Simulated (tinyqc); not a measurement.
Inside a calculation. Method: geometry optimisation on the RHF/sto-3g surface (energies and gradients from PySCF), for LiH, spin multiplicity 1. One step of it, computed by the program tinyqc.

Problem. Step 3: move. Quasi-Newton step p = -H^(-1) g (the inverse Hessian comes from BFGS updates; coordinates in the order x, y, z of each atom); steps longer than 0.3 bohr are cut back.

positions after step 2 (bohr):
```
,x,y,z
1Li,0.000000,0.000000,0.116601
2H,0.000000,0.000000,2.957984
```

gradient (hartree/bohr):
```
,x,y,z
1Li,0.00000000,0.00000000,0.00160130
2H,0.00000000,0.00000000,-0.00160130
```

inverse Hessian in use (bohr^2/hartree), lower triangle:
```
,1,2,3,4,5,6
1,3.333333
2,0.000000,3.333333
3,0.000000,0.000000,3.919778
4,0.000000,0.000000,0.000000,3.333333
5,0.000000,0.000000,0.000000,0.000000,3.333333
6,0.000000,0.000000,-0.586445,0.000000,0.000000,3.919778
```

Give: positions after step 3.

Solution.

positions after step 3 (bohr):
```
,x,y,z
1Li,0.000,0.000,0.109
2H,0.000,0.000,2.965
```
